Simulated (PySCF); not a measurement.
Molecule: Pyrazine, C4H4N2.

Bonds (- single, = double, # triple, : aromatic): C1:C2 1.397 Å, C2:N3 1.329 Å, N3:C4 1.329 Å, C4:C5 1.397 Å, C5:N6 1.330 Å, N6:C1 1.329 Å. C1 carries H7; C2 carries H8; C4 carries H9; C5 carries H10.

Geometry PBE0-D3(BJ)/def2-SVP throughout; GIAO in PySCF, gas phase, one conformer, non-relativistic; equivalent atoms averaged; functional PBE0.

Q: How do the absolute shieldings σ depend on the basis set? (ppm; last column core-seconds on shared hosts with different chips, so compare them loosely)

A: 
| basis set | functions | C1/C2/C4/C5 | N3/N6 | H7/H8/H9/H10 | core-s |
| --- | --- | --- | --- | --- | --- |
| STO-3G | 34 | 116.3 | 22.9 | 23.73 | 2.2 |
| 6-31G | 62 | 58.3 | -86.4 | 23.52 | 4.4 |
| pcSseg-0 | 62 | 34.8 | -133.9 | 23.67 | 3.4 |
| 6-31G* | 92 | 54.7 | -70.9 | 23.43 | 6.3 |
| def2-SVP | 104 | 50.4 | -84.1 | 23.00 | 7.2 |
| cc-pVDZ | 104 | 51.9 | -81.0 | 22.78 | 7 |
| pcSseg-1 | 122 | 33.4 | -114.4 | 22.64 | 7.7 |
| aug-cc-pVDZ | 174 | 49.7 | -80.1 | 22.53 | 14 |
| 6-311+G(2d,p) | 186 | 37.1 | -104.7 | 22.71 | 17 |
| def2-TZVP | 210 | 35.7 | -108.7 | 22.74 | 25 |
| cc-pVTZ | 236 | 37.4 | -106.5 | 22.59 | 22 |
| IGLO-III | 250 | 29.3 | -117.5 | 22.60 | 21 |
| pcSseg-2 | 272 | 28.4 | -120.2 | 22.48 | 25 |

Q: Which nucleus moves most, in ppm?

A: N3/N6 (pyridine-type ring nitrogen): from -133.9 ppm with pcSseg-0 to 22.9 ppm with STO-3G. The smallest spread is 1.25 ppm, at H7/H8/H9/H10. Proton shifts span only some 12 ppm, so a few tenths of a ppm matter as much there as several ppm in carbon.

Q: Taking the largest basis, pcSseg-2 (272 functions), as the yardstick, rank the others by their worst heavy-atom deviation.

A: IGLO-III 2.8 ppm (250 functions), pcSseg-1 5.8 ppm (122 functions), def2-TZVP 11.5 ppm (210 functions), pcSseg-0 13.6 ppm (62 functions), cc-pVTZ 13.8 ppm (236 functions), 6-311+G(2d,p) 15.6 ppm (186 functions), 6-31G 33.9 ppm (62 functions), def2-SVP 36.2 ppm (104 functions), cc-pVDZ 39.2 ppm (104 functions), aug-cc-pVDZ 40.1 ppm (174 functions), 6-31G* 49.4 ppm (92 functions), STO-3G 143.2 ppm (34 functions).

A small basis that lands close on one nucleus may do so by chance; judge by the trend and by all nuclei.
